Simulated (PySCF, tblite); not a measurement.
# C3H4F2O: infrared bands, NMR shifts and spin-spin couplings

What infrared bands, NMR shifts and spin-spin couplings should C3H4F2O (`C=COC(F)F`) show?

Computed with tblite 0.8.0 and PySCF 2.14.0, with density-fitted response routines of our own, on a single molecule in the gas phase. Atoms are numbered from 0 throughout.

## (1) Starting geometry

10 atoms, charge 0, multiplicity 1; geometry from: GFN2-xTB.

Bonds of the start (Å): C0–C1 1.32, C1–O2 1.38, O2–C3 1.35, C3–F4 1.34, C3–F5 1.36, C0–H6 1.08, C0–H7 1.07, C1–H8 1.08, C3–H9 1.11.

## (2) Vibrational analysis with GFN2-xTB

What the job is given:

```
{"job": {"kind": "ir", "xc": "GFN2-xTB", "basis": "xTB"}, "charge": 0, "multiplicity": 1}
C      1.175391     0.397674    -0.842463
C      0.673206     0.840166     0.294038
O     -0.474558     0.418210     0.926437
C     -1.092973    -0.686657     0.455987
F     -2.007257    -1.062380     1.358695
F     -1.773858    -0.444488    -0.693315
H      0.713830    -0.365452    -1.443730
H      2.087459     0.820886    -1.218782
H      1.122934     1.627613     0.879419
H     -0.415291    -1.540919     0.261186
```

**Question.** This job is followed by: GIAO PBE0/pcSseg-1 NMR shielding, non-relativistic, gas phase; B3LYP/pcJ-1 indirect spin-spin coupling, non-relativistic, gas phase. What will the session give for the following? strongest single infrared mode (GFN2-xTB); zero-point energy (GFN2-xTB); 13C shifts against TMS (PBE0/pcSseg-1); 1H shifts against TMS (PBE0/pcSseg-1); 17O shifts against H2O (PBE0/pcSseg-1); 19F shifts against CFCl3 (PBE0/pcSseg-1, means over atoms taken as alike); largest coupling of the table (B3LYP/pcJ-1).

The runs gave:

```
                                                                 quantity                       value
                                strongest single infrared mode (GFN2-xTB)       1168 cm⁻¹, 250 km/mol
                                             zero-point energy (GFN2-xTB)               42.1 kcal/mol
                                   13C shifts against TMS (PBE0/pcSseg-1)      154.1, 122.0, 97.0 ppm
                                    1H shifts against TMS (PBE0/pcSseg-1)  6.64, 6.64, 4.67, 4.64 ppm
                                   17O shifts against H2O (PBE0/pcSseg-1)                   184.0 ppm
19F shifts against CFCl3 (PBE0/pcSseg-1, means over atoms taken as alike)                  -102.3 ppm
                              largest coupling of the table (B3LYP/pcJ-1)    1J(C,F) C3–F4, -320.2 Hz
```

What this shows: All 24 modes are real, so the xTB geometry is a minimum. The strongest single mode, at 1168 cm⁻¹, is carried by O2, C1, C3. Unscaled tight-binding wavenumbers are off by several per cent, some by more. Its intensities can rank the bands wrongly. The most deshielded carbon is C1 (alkene carbon bearing oxygen), at 154.1 ppm: an sp2 carbon further deshielded by the attached heteroatom. H9 (hydrogen on an sp3 CH bonded to 2 F and O) lies farthest downfield among hydrogen, at 6.64 ppm; its carbon carries F and O, an electronegative neighbour. Of the pairs tabulated at B3LYP/pcJ-1, C3–F4 (mean over like pairs) couples most strongly (-320.2 Hz; Fermi contact -306.2 Hz). Couplings across rotatable bonds belong to this one conformer; where others are populated, the observed values are averages. Density functionals describe couplings to fluorine poorly, F–F couplings above all, so those rows are rough.
